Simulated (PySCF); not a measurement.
Does the answer move with the share of exact exchange?

Species: C5H10O.
SMILES with atom numbers: `[CH2:1]=[C:2]([CH2:3][CH3:4])[CH2:5][OH:6]` (hydrogens: H7, H8 on C1; H9, H10 on C3; H11, H12, H13 on C4; H14, H15 on C5; H16 on O6)

Torsions of this conformer, `[CH2:1]=[C:2]([CH2:3][CH3:4])[CH2:5][OH:6]`: C1–C2–C3–C4 98°, C1–C2–C5–O6 -12°, H–O6–C5–C2 -58°.

PySCF, def2-SVPD basis, density fitting, gas phase, PBE0-D3(BJ)/def2-SVP geometry; singlet excitations by full TDDFT with frozen cores, triplets by Tamm–Dancoff TDDFT and ionisation energies by ΔSCF, from the lowest of the holes tried. One functional is left out:

```
functional  exact exchange (%)  HOMO energy (eV)  LUMO energy (eV)  lowest singlet excitation (eV)  lowest triplet excitation (eV)  dipole moment (D)  mean polarisability (au)  vertical ionisation energy (eV)
       LDA                   0             -6.18             -0.99                            5.63                            4.59              1.817                      71.2                             9.19
       PBE                   0             -6.03             -0.79                            5.68                            4.37              1.742                      70.3                             9.00
     B3LYP                  20             -7.00             -0.06                            6.35                            4.35              1.816                      68.3                             9.25
 BHandHLYP                  50             -8.20              1.00                            6.93                            4.21              1.885                      66.1                             9.16
```

Predict the row of PBE0 (25 % exact exchange) by straight lines through the other rows, and check it.

```tsv
property	line	computed	computed − line	B3LYP (20 %), for comparison
HOMO energy (eV)	-7.17	-7.20	-0.03	-7.00
LUMO energy (eV)	0.07	0.20	+0.13	-0.06
lowest singlet excitation (eV)	6.34	6.61	+0.27	6.35
lowest triplet excitation (eV)	4.34	4.27	-0.07	4.35
dipole moment (D)	1.831	1.811	-0.020	1.816
mean polarisability (au)	68.3	67.6	-0.7	68.3
vertical ionisation energy (eV)	9.16	9.22	+0.06	9.25
```

Which of these properties follows the share of exact exchange most closely, and which least?

Most closely the HOMO energy, least the vertical ionisation energy; the correlations over the tabulated rows are HOMO energy -0.998, LUMO energy 0.995, lowest singlet excitation 0.988, mean polarisability -0.978, dipole moment 0.850, lowest triplet excitation -0.817, vertical ionisation energy 0.330. The HOMO energy moves by -0.420 eV for every 10 %. Functionals with the same share still differ in their other parts: at 0 % LDA and PBE differ by 0.15 eV in it.
